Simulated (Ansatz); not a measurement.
**AlPH₃+ (singlet): the correlation ladder, cc-pVDZ**

One table from this session's results is given with a row withheld; the runs are named, their logs left out.

Program: Ansatz 0.2.0, Gaussian basis. Level of theory: cc-pVDZ, core rule «outside noble gas», up to 10 orbitals frozen. These are calculated values, not measurements.

The runs, in order: UHF; CCSD(T) on RHF; CCSD(T) on UHF; BCCD(T) on RHF; CISD; CCSDT(Q) on RHF; CCSDT(Q) on UHF.

21 further runs of the same task are left out: 7 that didn't finish, 14 set aside as unsound or not needed.

### The geometry

The geometry is a PBE0/def2-TZVP stationary point (not a proven minimum) of the parent state, kept for this charge and spin.

5 atoms, charge 1, spin multiplicity 1.

Atoms are counted from 1 here; the program's logs count them from 0.

Bond lengths: Al1–P2 2.345 Å, Al1–H3 1.606 Å, P2–H4 1.424 Å, P2–H5 1.419 Å. Angles: P2–Al1–H3 115.6°, Al1–P2–H4 91.6°, Al1–P2–H5 95.5°, H4–P2–H5 94.5°.

Geometry (Å):

| atom | x (Å) | y (Å) | z (Å) |
| --- | --- | --- | --- |
| Al1 | 0.04230 | -0.11962 | 1.25415 |
| P2 | -0.09045 | 0.06839 | -1.07946 |
| H3 | -0.05270 | 1.26198 | 2.06683 |
| H4 | 1.03512 | 0.93975 | -1.11404 |
| H5 | 0.66480 | -1.10138 | -1.35366 |

The first run:

The input, in.yaml:

```yaml
crystal:
  periodic: [false, false, false]
  atoms:
    - {symbol: Al, position_ang: [0.042298, -0.119616, 1.254150]}
    - {symbol: P, position_ang: [-0.090450, 0.068392, -1.079457]}
    - {symbol: H, position_ang: [-0.052697, 1.261982, 2.066825]}
    - {symbol: H, position_ang: [1.035122, 0.939745, -1.114035]}
    - {symbol: H, position_ang: [0.664801, -1.101382, -1.353659]}
basis:
  gaussian: {orbitals: cc-pVDZ}
total_charge: 1
magnetization: {spin_polarized: true, initial_magnetization: 0}
hamiltonian: {xc: hf}
output: {orbitals: {seedname: orbitals}}
```

Command:

```sh
$ ansatz run in.yaml --threads 1 --pin off --events-out ev --progress --plain --max-ram 2393MiB
```

Steps of the session up to this table: UHF; CCSD(T) on RHF; CCSD(T) on UHF; BCCD(T) on RHF; CISD; CCSDT(Q) on RHF; CCSDT(Q) on UHF.

One table of the session follows, with a row left open; its other results are not shown here.

```
   method  from RCCSDT(Q) (kJ/mol)
      RHF                   +571.6
      UHF                   +570.0
     RMP2                   +118.8
     CISD                    +68.4
    RCCSD                    +23.0
 RCCSD(T)                     +4.5
  BCCD(T)                     +4.6
   RCCSDT                        ?
RCCSDT(Q)                        0
```

**Question.** Estimate the row for RCCSDT.

The run gave: from RCCSDT(Q) (kJ/mol): +1.3. In the column «from RCCSDT(Q) (kJ/mol)» it lies between RCCSDT(Q) (0) and RCCSD(T) (+4.5).

Not comparable, so not listed: CCSD(T) on UHF; CCSDT(Q) on UHF (they don't share determinant, frozen orbitals or solution with the rows shown, or repeat one).

Limits of these values: Warnings: restricted reference is unstable; spin contamination; large T1 diagnostic.
